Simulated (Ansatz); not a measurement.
Take MgSe in the rock salt structure (space group Fm-3m, No. 225; a = 5.472 Å) as the base.

The values are results of DFT with r2SCAN, PAW potentials and a 500 eV plane-wave cutoff in Ansatz (a quantum-chemistry and plane-wave program), no SOC, not measurements.

Perturbation: full substitution Se → O, then cell and atoms are relaxed.

Measured lattice parameter a: MgSe 5.46 Å (room temperature; as listed in M J Lucero, T M Henderson, G E Scuseria, Journal of Physics Condensed Matter (2012)); MgO 4.189 Å (static lattice; corrected from measurement; as listed in Daniel Mejia-Rodriguez, S. B. Trickey, Phys. Rev. B (2018)).

Task: How well does r2SCAN reproduce the measured shift?

Result: With r2SCAN the lattice parameter a moves by -1.268 Å (5.472 → 4.204) against -1.271 Å measured. The two measured values stand on different bases (one corrected, one not), which blurs small differences.

Whether these cells are dynamically stable was not tested.
